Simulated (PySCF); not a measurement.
propane (C3H8), SMILES CCC. Geometry: PBE-D3(BJ)/def2-SVP.

All values below come from PBE-D3(BJ)/def2-SVP run with PySCF.

Harmonic wavenumbers (cm⁻¹): 227, 276, 359, 731, 871, 876, 897, 1058, 1132, 1156, 1262, 1303, 1347, 1354, 1411, 1414, 1422, 1429, 1436, 2961, 2962, 2963, 3000, 3042, 3049, 3055, 3056. Rotational constants (GHz): 29.15, 8.317, 7.378; symmetry number 2.

**Question.** Work out the zero-point energy and the ideal-gas rigid-rotor harmonic-oscillator thermochemistry at 298.15 K and 1 atm.

**Answer.** ZPE = ½ Σ hcν = ½ × 44049 cm⁻¹ = 62.97 kcal/mol. H − E(el) = 66.44 kcal/mol. Entropy in cal/(mol K): translation 37.28, rotation 21.33, vibration 5.67, total 64.28. G − E(el) = 47.27 kcal/mol. Cp = 17.24 cal/(mol K).
